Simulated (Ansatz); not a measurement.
# CH4O + SiH3 radical: a complex and its separated parts

The complex below is one end of an elementary step. How strongly is it bound against its free parts?

Computed with Ansatz 0.2.0, Gaussian basis. Level: PBE0-D4/def2-TZVP structures, single points in def2-TZVPP, no counterpoise correction.

Levels: SPW92, PBE-D4, BLYP-D4, r2SCAN-D4, B97M-V, PBE0-D4, B3LYP-D4, r2SCAN0-D4, BHLYP-D4, CAM-B3LYP-D4, wB97X-V, wB97M-V, B2PLYP, PBE-QIDH, RPA on PBE, Hartree-Fock, MP2, CCSD, CCSD(T).

Correlated methods freeze the cores. Orbitals are unrestricted. B3LYP uses VWN-RPA correlation. B2PLYP carries no dispersion term here.

21 further runs of the same task are left out: 21 set aside as unsound or not needed.

## 1. The starting structure

The complex: 10 atoms, charge 0, spin multiplicity 2.

Atoms are counted from 1 here; the program's logs count them from 0.

Bond lengths: H1–O2 0.960 Å, O2–C3 1.413 Å, C3–H5 1.090 Å, C3–H6 1.096 Å, C3–H7 1.095 Å, Si4–H8 1.486 Å, Si4–H9 1.485 Å, Si4–H10 1.494 Å. Angles: H1–O2–C3 108.7°, O2–C3–H5 106.9°, O2–C3–H6 112.1°, O2–C3–H7 111.8°, H5–C3–H6 108.3°, H5–C3–H7 108.4°, H6–C3–H7 109.1°, H8–Si4–H9 111.9°, H8–Si4–H10 109.2°, H9–Si4–H10 109.6°.

As a file:

```xyz
10

H     1.1666   -0.1372   -1.2903
O     1.0613    0.0677   -0.3581
C     0.7639    1.4429   -0.2263
Si   -1.2149   -1.5356    0.2799
H     0.6490    1.6424    0.8389
H    -0.1713    1.7129   -0.7302
H     1.5732    2.0727   -0.6114
H    -1.2157   -0.4975    1.3426
H    -0.0968   -2.4979    0.4466
H    -2.5152   -2.2702    0.3083
```

Its parts: CH4O holds atoms 1, 2, 3, 5, 6, 7; SiH3 radical holds atoms 4, 8, 9, 10. Each part counts its atoms afresh in its own runs.

## 2. Relaxing CH4O alone

File relax-a/in.yaml:

```yaml
crystal:
  periodic: [false, false, false]
  atoms:
    - {symbol: H, position_ang: [1.166583, -0.137159, -1.290311]}
    - {symbol: O, position_ang: [1.061272, 0.067654, -0.358066]}
    - {symbol: C, position_ang: [0.763877, 1.442855, -0.226283]}
    - {symbol: H, position_ang: [0.648977, 1.642393, 0.838930]}
    - {symbol: H, position_ang: [-0.171260, 1.712934, -0.730243]}
    - {symbol: H, position_ang: [1.573218, 2.072708, -0.611397]}
basis:
  gaussian: {orbitals: def2-TZVP}
hamiltonian: {xc: pbe0, dispersion: d4}
relax: {f_tol: 0.005, max_steps: 200}
```

The command line of these runs was not kept.

The runs that follow: Relaxing SiH3 radical alone; wB97M-V/def2-TZVPP; CCSD(T)/def2-TZVPP; Vibrations of CH4O; Vibrations of SiH3 radical.

**Question.** What will these runs give? Wanted: complex less parts, CCSD(T)/def2-TZVPP; with zero-point energy; largest T1 diagnostic.

As calculated:

```
                              quantity        value
complex less parts, CCSD(T)/def2-TZVPP  -8.6 kJ/mol
                with zero-point energy  -3.4 kJ/mol
                 largest T1 diagnostic        0.016
```

**Reading.** At CCSD(T) the complex lies 8.6 kJ/mol below its parts. The functionals run from PBE-QIDH, off by +0.7 kJ/mol, to SPW92, off by -15.8 kJ/mol, against CCSD(T). By rung, the mean size of the error is: LDA 15.8, GGA 6.2, meta-GGA 4.0, hybrid 3.3, range-separated hybrid 2.9, double hybrid 1.6 kJ/mol. PBE-D4 gives a relative energy 6.7 kJ/mol too low, an error of 78 % of the reference. No counterpoise was applied, and triple zeta lacks some correlation, so the CCSD(T) reference has a basis error of its own, and close matches with it are partly luck.
